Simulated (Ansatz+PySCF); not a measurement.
The numbers below are computed, except where a source is named.
## PySCF 2.14.0 run

```python
from pyscf import gto, scf, mp

mol = gto.M(atom="""
Li 0.000000 0.000000 -0.699060
H 0.000000 0.000000 2.097170
""", basis='6-31g', charge=0, spin=0)
mf = scf.RHF(mol)
mf.kernel()
pt = mp.MP2(mf, frozen=None).run()
print(mf.e_tot, pt.e_corr, pt.e_tot)
```

The script is written out from the run's settings.

Results

```yaml
Converged: yes
Reference_energy: -7.92079 hartree
Correlation_energy: -0.01836 hartree
Total_energy: -7.93915 hartree
```

Caution: bonds are stretched, where a single reference can fail; an unrestricted determinant lies well below.
